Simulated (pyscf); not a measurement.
This saddle point was located with ωB97X-D3(BJ)/def2-SVP in PySCF.

```xyz
13

Si    -0.8073    -0.2508     0.1858
Cl    -0.8685     0.1961     2.4891
N      0.1605    -0.4030    -1.2236
N     -2.1555     0.7317    -0.1455
H     -0.9713    -1.6773     0.5472
H      0.6273     0.3731    -1.6807
H      0.6053    -1.2915    -1.4269
H     -2.3015     1.0987    -1.0785
H     -2.6587     1.2302     0.5778
B      0.4153     1.5028     1.7251
H      0.5080     1.0761     0.5605
H     -0.1178     2.5878     1.7394
H      1.4714     1.3414     2.2910
```
Charge 0, spin multiplicity 1.

Surface: singlet, charge 0. Lowest wavenumbers (cm⁻¹): 256i, 90, 123, 242, 276.

Task: What reaction is this the transition state of?

Result: `[NH2][SiH]([NH2])[Cl]` + `[BH3]` <-> `[NH2][SiH2][NH2]` + `[BH2][Cl]`, a four-centre exchange read from left to right: Cl–Si, B–H broken and H–Si, B–Cl formed. At ωB97M-D3(BJ)/def2-TZVP it lies +6.5 kcal/mol from the left side and +2.2 kcal/mol from the right (each side as separated species at their lowest minima found). On the reactant side the descent ends in an adduct with a B–Cl contact, 8.1 kcal/mol under the separated species and 14.5 kcal/mol under the saddle at ωB97X-D3(BJ)/def2-TZVP. On the product side the descent ends in an adduct with a B–H contact, 9.0 kcal/mol under the separated species and 9.5 kcal/mol under the saddle at ωB97X-D3(BJ)/def2-TZVP. What is counted as formed (B–Cl) is already present as a longer contact in the reactant adduct; forming that adduct is a step of its own. What is counted as broken (B–H) persists as a longer contact in the product adduct; parting that adduct is a step of its own. This is the saddle that the search found; another between the same sides may lie lower.
